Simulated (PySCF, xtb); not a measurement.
CN, SMILES [C]#N, multiplicity 2.

Geometry: B3LYP-D3(BJ)/def2-TZVPD.

The numbers are results of C-PCM-ωB97X/def2-TZVPD run with PySCF 2.14.0, not measurements.

The values are the electrostatic part of the solvation free energy, E(continuum) − E(gas) at the gas-phase geometry, in a cavity of scaled van der Waals radii (PySCF's table); cavitation and dispersion terms are not included. The dipole moment in vacuum is 1.62 D.

```csv
solvent,ε,ΔG(elec) (kcal/mol),dipole (D)
water,78.36,-1.8,2.14
ethylethanoate,5.99,-1.4,2.04
acetone,20.49,-1.7,2.12
```

For comparison, GFN2-xTB/ALPB(water) (xtb, at the GFN2-xTB geometry, all terms of that model) gives -3.0 kcal/mol.
